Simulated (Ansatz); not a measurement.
BCl2, SMILES Cl[B]Cl, vertical and adiabatic energies of changing the electron count

With the Ansatz DFT code, driven from Python.

The cells in order, each with its output:

```python
import itertools

import ansatz
from ase.data import atomic_numbers, covalent_radii
import numpy as np
```

```python
system = (
    ansatz.Crystal.molecule()
    .atom("Cl", (0.4289, -1.6289, 0.0495))
    .atom("B", (-0.549, -0.0294, -0.3007))
    .atom("Cl", (0.1092, 1.5935, 0.238))
)
```

```python
job = system.calculation().basis(gaussian="6-31G*").functional("pbe").spin("collinear", total=1)
symbols = [site.symbol for site in system.cartesian_sites]
start = np.array([site.position_ang for site in system.cartesian_sites], dtype=float)
summary = job.relax(force_tolerance=0.01).run(threads=1, pin="off").report
end = np.array(summary["positions_ang"])

minimum = ansatz.Crystal.molecule()
for symbol, place in zip(symbols, end):
    minimum = minimum.atom(symbol, place.tolist())
ion = (
    minimum.calculation()
    .basis(gaussian="6-31G*")
    .functional("pbe")
    .charge(1)
)
vertical = ion.run(threads=1, pin="off").report
settled = ion.relax(force_tolerance=0.01, max_steps=80).run(threads=1, pin="off").report
print(f"vertical ionisation energy   {vertical['free_energy_ev'] - summary['free_energy_ev']:.3f} eV")
print(f"adiabatic, no zero point     {settled['free_energy_ev'] - summary['free_energy_ev']:.3f} eV")
print(f"relaxation energy of the ion {vertical['free_energy_ev'] - settled['free_energy_ev']:.3f} eV")
ionised = np.array(settled["positions_ang"])
# pairs closer than 1.2 times the sum of covalent radii, before or after
radius = [covalent_radii[atomic_numbers[s]] for s in symbols]
span = lambda where, i, j: np.linalg.norm(where[i] - where[j])
bonded = [(i, j) for i, j in itertools.combinations(range(len(symbols)), 2) if min(span(end, i, j), span(ionised, i, j)) < 1.2 * (radius[i] + radius[j])]
print("pair        before    after (A)")
for i, j in bonded:
    print(f"{symbols[i]}{i}-{symbols[j]}{j}".ljust(10), f"{span(end, i, j):8.4f} {span(ionised, i, j):8.4f}")
for first, second in list(itertools.combinations(bonded, 2)):
    shared = set(first) & set(second)
    if shared and symbols[(j := shared.pop())] != "H":
        i, k = sorted((set(first) | set(second)) - {j})
        u, v = ionised[i] - ionised[j], ionised[k] - ionised[j]
        angle = np.degrees(np.arccos(np.clip(u @ v / np.linalg.norm(u) / np.linalg.norm(v), -1, 1)))
        print(f"final angle {symbols[i]}{i}-{symbols[j]}{j}-{symbols[k]}{k}: {angle:.2f} deg")
```

    vertical ionisation energy   8.732 eV
    adiabatic, no zero point     7.344 eV
    relaxation energy of the ion 1.388 eV
    pair        before    after (A)
    Cl0-B1       1.7417   1.6253
    B1-Cl2       1.7417   1.6253
    final angle Cl0-B1-Cl2: 179.99 deg

The energies are electronic: no zero-point or thermal terms, and the basis set is short of its limit. The product may relax into another structure. The relaxation finds the nearest minimum, so the adiabatic value is an upper bound. The species is open-shell (spin multiplicity 2). Only the spin states typed were run; another state of an ion can lie lower, by up to an eV or two. Wall time of the script: 15 s on 1 thread of Arm Neoverse V1, on a shared host, peak memory 0.18 GiB.
